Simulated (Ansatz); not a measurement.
Cost and result for the atomization energy of CH3O3S (`[CH2]S(=O)(=O)O`) radical (8 atoms, 7 bonds).

Cartesian coordinates in Å:
```
C -0.698 0.964 0.154
S 0.377 -0.362 0.354
O 1.538 0.096 1.037
O -0.366 -1.496 0.801
O 0.854 -0.645 -1.140
H -1.650 0.925 0.662
H -0.339 1.849 -0.352
H 0.284 -1.330 -1.516
```

The species carries charge 0 and has multiplicity 2. The geometry is a stationary point of PBE0-D4/def2-TZVP. It is one conformer, not always the lowest. Program: Ansatz. All runs use 4 threads of an Arm Neoverse N1 on a shared host. Times are those of one run each, without the atoms' runs, and a repeat can differ threefold. Electronic energies, without spin–orbit coupling; frozen cores. CCSD(T)/CBS adds CCSD(T) − MP2 in def2-TZVPP to the MP2 limit, and its time is that of the two runs behind it. T1 = 0.018; ⟨S²⟩ of the reference is 0.76. B3LYP takes the VWN-RPA correlation (the form of Gaussian; ORCA's B3LYP/G).

CCSD(T)/CBS is a level of theory with its own doubt, some kJ/mol a heavy atom from the limit and from the frozen cores, so smaller differences don't rank the functionals.

| level | functions | wall time |
| --- | --- | --- |
| revPBE-D4/def2-TZVPP | 208 | 4 s |
| BLYP-D4/def2-TZVPP | 208 | 4.1 s |
| PBE-D4/def2-TZVPP (with forces) | 208 | 4.5 s |
| B3LYP-D4/def2-TZVPP (with forces) | 208 | 7.5 s |
| B2PLYP/def2-TZVPP | 208 | 9 s |
| PBE-QIDH/def2-TZVPP | 208 | 9 s |
| r2SCAN-D4/def2-TZVPP (with forces) | 208 | 10 s |
| r2SCANh-D4/def2-TZVPP | 208 | 11 s |
| CCSD(T)/def2-SVP | 89 | 18 s |
| ωB97M-V/def2-TZVPP (with forces) | 208 | 20 s |
| MP2/def2-QZVPP | 388 | 31 s |
| CCSD(T)/def2-TZVPP | 208 | 9.4 min |
| CCSD(T)/CBS(def2) | – | 9.9 min |

Q: What atomization energy does each give, and how far from CCSD(T)/CBS? (Estimate.)

A: Computed: 
```csv
level,atomization (kcal/mol),difference from CCSD(T)/CBS,per bond
revPBE-D4/def2-TZVPP,682.1,7.1,1.0
BLYP-D4/def2-TZVPP,679.1,4.1,0.6
PBE-D4/def2-TZVPP (with forces),708.5,33.5,4.8
B3LYP-D4/def2-TZVPP (with forces),667.8,-7.2,-1.0
B2PLYP/def2-TZVPP,662.3,-12.7,-1.8
PBE-QIDH/def2-TZVPP,665.8,-9.2,-1.3
r2SCAN-D4/def2-TZVPP (with forces),687.0,12.0,1.7
r2SCANh-D4/def2-TZVPP,675.7,0.7,0.1
CCSD(T)/def2-SVP,570.7,-104.3,-14.9
ωB97M-V/def2-TZVPP (with forces),675.4,0.4,0.1
MP2/def2-QZVPP,695.3,20.3,2.9
CCSD(T)/def2-TZVPP,644.8,-30.2,-4.3
CCSD(T)/CBS(def2),675.0,0.0,0.0
```

At CCSD(T), def2-SVP lies −104.3 kcal/mol from the extrapolated value and def2-TZVPP −30.1 kcal/mol: correlation converges slowly with the basis, and small sets miss more of it in the bonded molecule than in its fragments. In def2-TZVPP, CCSD(T) changes the Hartree–Fock value by +237.7 kcal/mol (the triples alone add +18.4 kcal/mol) and MP2 by +269.9 kcal/mol; breaking electron pairs costs correlation energy, which Hartree–Fock lacks. From PBE to PBE0 (25 % exact exchange), in def2-TZVPP and without D4, the atomization energy moves by −31.5 kcal/mol: exact exchange takes away binding that semilocal exchange gives to molecules.
